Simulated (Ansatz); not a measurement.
System: hcp Hf. Method: PBE (Ansatz, an electronic-structure program, plane waves, PAW).

Numerical settings: plane-wave cutoff 500 eV, 30×30×14 k mesh (along the axes of the cell as run), Fermi–Dirac smearing 0.1 eV, scalar-relativistic PAW data made under PBE.

Computed at the level's own relaxed cell.

Task: Predict the volume per atom, equilibrium lattice constant a and lattice parameter c.

Result: 
volume per atom: 22.55 Å³/atom
equilibrium lattice constant a: 3.204 Å
lattice parameter c: 5.072 Å

Measured, for comparison: lattice constant a 3.194 Å (293 K, no zero-point or thermal correction, our sources range from 3.194 to 3.200; as tabulated in Wikipedia's data pages); lattice parameter c 5.051 Å (293 K, no zero-point or thermal correction; as tabulated in Wikipedia's data pages). Computed (rounded) less measured: lattice constant a +0.3 % (+0.1 % to +0.3 % over the range), lattice parameter c +0.4 %.

Spin–orbit coupling is not included.

Computed values are for the static lattice.

Computing time: about 3.0 core-minutes (a rough figure).
